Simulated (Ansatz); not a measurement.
Exact exchange and the electronic atomisation energy of C3H2O (2-cyclopropen-1-one)

C3H2O: 6 atoms, total charge 0, spin state singlet. SMILES: `O=c1cc1`. The coordinates come from a PBE0-D4/def2-TZVP relaxation.

The electronic atomisation energy y, in eV, basis def2-SVPD; a is the functional's share of exact exchange. Programs: Ansatz 0.2.0.

| functional | program | a | y (eV) |
| --- | --- | --- | --- |
| PBE | Ansatz | 0 | 30.47 |
| r2SCAN | Ansatz | 0 | 29.19 |
| B3LYP | Ansatz | 0.2 | ? |
| r2SCAN0 | Ansatz | 0.25 | 28.42 |
| PBE0 | Ansatz | 0.25 | 29.43 |
| BHLYP | Ansatz | 0.5 | 27.43 |

Problem. Fit y = c + s·a to the known rows and predict B3LYP.

Solution. 
1. Means of the 5 rows: a = 0.2000, y = 28.988.
2. Σ(Δa)² = 0.175, Σ(Δa·Δy) = -0.8105, so the slope is -0.8105/0.175 = -4.6314.
3. Intercept: 28.988 − (-4.6314) × 0.2000 = 29.914. The largest residual of the fit is 0.72.
4. B3LYP: 29.914 + (-4.6314) × 0.2 = 28.99 eV.

The run gave 28.82 eV, so the prediction is off by +0.17 eV, within the scatter of the fit. The rows mix families of semi-local functionals, which the line can't see.
